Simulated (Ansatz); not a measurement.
A basis-limit estimate, worked out

An elementary step of BNH$_{4}$O, closed shell (BNH₄O ([NH2][BH][OH]) → BHO ([BH][O]) + NH₃ (still joined by a long B–N bond); bonds formed: N2–H4; bonds broken: O3–H4; bonds weakened to dative contacts: B1–N2). “Start” is the structure reached by relaxing down from the saddle towards the reactants; PBE0-D4/def2-TZVP structures. The saddle:

```xyz
7
angstrom
B -0.8294 -0.0057 -0.1494
N 0.6864 -0.1540 0.2540
O -0.7684 1.0022 -0.9658
H 0.4820 0.7776 -0.5490
H -1.7085 -0.7037 0.2604
H 1.1865 -0.9782 -0.0583
H 0.9512 0.0618 1.2081
```

Ansatz 0.2.0; basis: def2-TZVPP and def2-QZVPP; cores frozen in the correlated methods.

Energies in eV:

| quantity | saddle | start |
| --- | --- | --- |
| Hartree–Fock, triple zeta (X = 3) | -4255.62387 | -4258.32689 |
| Hartree–Fock, quadruple zeta (X = 4) | -4255.83066 | -4258.54352 |
| MP2 correlation, X = 3 | -15.88634 | -15.21282 |
| MP2 correlation, X = 4 | -17.02708 | -16.35703 |
| CCSD(T) correlation, X = 3 | -16.89144 | -16.28683 |

Q: Work out the barrier at the basis limit: extrapolate Hartree–Fock as E(X) = E∞ + A exp(−7.88 √X) and the MP2 correlation as E(X) = E∞ + B X^−2.97 (the exponents that Neese and Valeev fitted for def2-TZVPP and QZVPP), then add CCSD(T) − MP2 in triple zeta.

A: Each step is linear, so take the differences first (saddle − start): Hartree–Fock 2.70302 (X = 3) and 2.71286 (X = 4); MP2 correlation -0.67352 and -0.67005; CCSD(T) correlation -0.60461.
Two points give E∞ = E(4) + w [E(4) − E(3)], with w = 1/(exp(7.88 (2 − √3)) − 1) = 0.1377 for Hartree–Fock and w = 1/((4/3)^2.97 − 1) = 0.7407 for the correlation.
Hartree–Fock: 2.71286 + 0.1377 × 0.00984 = 2.7142 eV.
MP2 correlation: -0.67005 + 0.7407 × 0.00347 = -0.6675 eV.
CCSD(T) − MP2: -0.60461 − (-0.67352) = 0.0689 eV.
Sum: 2.7142 + (-0.6675) + 0.0689 = 2.1156 eV, or 48.79 kcal/mol. Plain CCSD(T) in triple zeta gives 2.0984 eV, so the larger basis shifts the result by 0.0172 eV.

The T1 diagnostic stays at or below 0.018.

Labels in which every atom is bracketed show which atoms are joined, not bond orders.

For scale, one of the runs: CCSD(T)/def2-TZVPP, 149 basis functions, launched by `ansatz run in.yaml --threads 2 --pin off --events-out ev --progress --plain --max-ram 4352MiB`. Time: 14 s of wall clock on 2 CPU threads of an Arm Neoverse V2; the host was shared. Peak host memory: 1 GiB.
